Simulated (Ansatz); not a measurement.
Input file:

```yaml
crystal:
  periodic: [false, false, false]
  atoms:
    - { symbol: Si, position_ang: [0.0, 0.0, 0.0] }
    - { symbol: H, position_ang: [0.0, 0.0, 1.81] }
    - { symbol: H, position_ang: [1.3768, 0.0, -0.4862] }
    - { symbol: O, position_ang: [-0.7913, 1.3709, -0.5594] }
    - { symbol: H, position_ang: [-1.7491, 1.1401, -0.7818] }
    - { symbol: H, position_ang: [-0.6877, -1.1914, -0.4862] }
    - { symbol: Cl, position_ang: [1.2683, -1.9259, 0.7662] }
    - { symbol: H, position_ang: [0.5248, -0.7969, 1.8716] }
basis:
  gaussian: { orbitals: def2-SVP }
hamiltonian:
  xc: b3lyp
relax:
  f_tol: 0.15
  max_steps: 25
  restrain:
    - { distance: [0, 6], at: 3.33, k: 30.0 }
    - { distance: [7, 1], at: 1.86, k: 30.0 }
    - { distance: [0, 1], at: 1.46, k: 30.0 }
    - { distance: [7, 6], at: 1.37, k: 30.0 }
```

Launched with:

```bash
$ ansatz run input.yaml --threads 1 --pin off --max-ram 2048MiB --backend cpu --events-out ev --progress --plain --runs-dir out
```

Hardware: 1 thread of Arm Neoverse V1, on a shared host.

Q: Roughly how long does this run take, and how much memory?

A: 22 s, with a peak of 0.14 GiB, for 8 ionic steps.
